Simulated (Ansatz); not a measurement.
Basis-set extrapolation for H$_{6}$SSi$_{2}$ (`[SiH3][SiH2]S`) (PBE0-D4/def2-TZVP geometry, frozen core, the Gaussian-basis code of Ansatz). Multiplicity 1, RHF reference.

```tsv
	def2-TZVPP	def2-QZVPP
HF	-978.944626	-978.973978
MP2 correlation	-0.434934	-0.469802
CCSD(T) correlation	-0.515376	not run
```

Energies in hartree. Use E(X) = E(∞) + A·exp(−7.88·√X) for Hartree–Fock and E(X) = E(∞) + B·X^(−2.97) for correlation, with X = 3 and 4, and add CCSD(T) minus MP2 of the smaller set to the MP2 limit.

What is the CCSD(T) energy at the basis-set limit?

HF limit: -978.973978 + (-0.029352) × 0.13774 = -978.97802. MP2 limit: -0.469802 + (-0.034868) × 0.74074 = -0.49563. Higher-order term: -0.515376 − (-0.434934) = -0.08044. Total: -979.55409 hartree, 59.0 kcal/mol below CCSD(T)/def2-TZVPP.
